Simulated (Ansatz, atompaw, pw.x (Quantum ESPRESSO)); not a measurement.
**pw.x on sc H: one setting changed**

Potential: PAW, atompaw 4.2.0.5, PBEsol; core none, reference 1s1; waves: 1s (bound): rc 1.16 bohr; 1s channel at 0.5 Ry: rc 1.16 bohr; 2p channel at 0.3 Ry: rc 1.16 bohr; local part: troulliermartins scheme with l = 2 at 0 Ry, radius 1.06 bohr; core correction: none; augmentation: sinc compensation charge, radius 1.02 bohr; PAW radius 1.16 bohr; waves and projectors: custom polynom2 7 10 vanderbiltortho.

The reference run (k-mesh 18³, cutoffs 40/400 Ry, Fermi–Dirac 0.01 Ry, mixing_beta 0.4, conv_thr 1e-9, no spin) gives 1.87 GPa at 2.993 Å³/atom, where all-electron LAPW gives 1.30 GPa. This run, with its own iteration cap, changes smearing to mv.

```
&control
  calculation='scf', prefix='x', pseudo_dir='./', outdir='./tmp', tstress=.true., disk_io='none'
/
&system
  ibrav=0, nat=1, ntyp=1, ecutwfc=40, ecutrho=400, nbnd=7,
  occupations='smearing', smearing='mv', degauss=0.01
/
&electrons
  conv_thr=1e-09, mixing_beta=0.4, electron_maxstep=70
/
ATOMIC_SPECIES
H 1.0 H.UPF
CELL_PARAMETERS angstrom
  1.44112695 0.00000000 0.00000000
  0.00000000 1.44112695 0.00000000
  0.00000000 0.00000000 1.44112695
ATOMIC_POSITIONS crystal
H 0.0000 0.0000 0.0000
K_POINTS automatic
18 18 18 0 0 0
```

```bash
pw.x < H.scf.in > H.scf.out
```

**Question.** How does the run end?

**Answer.** It converges in 5 iterations; the free energy moves by +2.7 meV/atom and the pressure by -0.14 GPa. This scheme is built to cancel the term in the square of the width that Fermi–Dirac smearing leaves in the F of a metal.

```
Message from routine setup:
     using ibrav=0 with symmetry is DISCOURAGED, use correct ibrav instead
     lattice parameter (alat)  =       2.7233  a.u.
     unit-cell volume          =      20.1978 (a.u.)^3
     number of electrons       =         1.00
     number of Kohn-Sham states=            7
     kinetic-energy cutoff     =      40.0000  Ry
     charge density cutoff     =     400.0000  Ry
     scf convergence threshold =      1.0E-09
     Exchange-correlation= SLA PW PSX PSC
     number of k points=   220  Marzari-Vanderbilt smearing, width (Ry)=  0.0100
     iteration #  1     ecut=    40.00 Ry     beta= 0.40
     total energy              =      -1.08063003 Ry
     estimated scf accuracy    <       0.00029204 Ry
     iteration #  2     ecut=    40.00 Ry     beta= 0.40
     total energy              =      -1.08063551 Ry
     estimated scf accuracy    <       0.00010443 Ry
     iteration #  3     ecut=    40.00 Ry     beta= 0.40
     total energy              =      -1.08063573 Ry
     estimated scf accuracy    <          6.6E-09 Ry
     iteration #  4     ecut=    40.00 Ry     beta= 0.40
     total energy              =      -1.08063574 Ry
     estimated scf accuracy    <          8.5E-09 Ry
     iteration #  5     ecut=    40.00 Ry     beta= 0.40
     the Fermi energy is     3.1558 ev
!    total energy              =      -1.08063575 Ry
     estimated scf accuracy    <          3.2E-12 Ry
     smearing contrib. (-TS)   =      -0.00001994 Ry
     convergence has been achieved in   5 iterations
          total   stress  (Ry/bohr**3)                   (kbar)     P=       17.34
     Message from routine punch:
     Nothing written, as per user request (disk_io='none')
```

The run took about 1.7 s on one core of a shared server CPU.
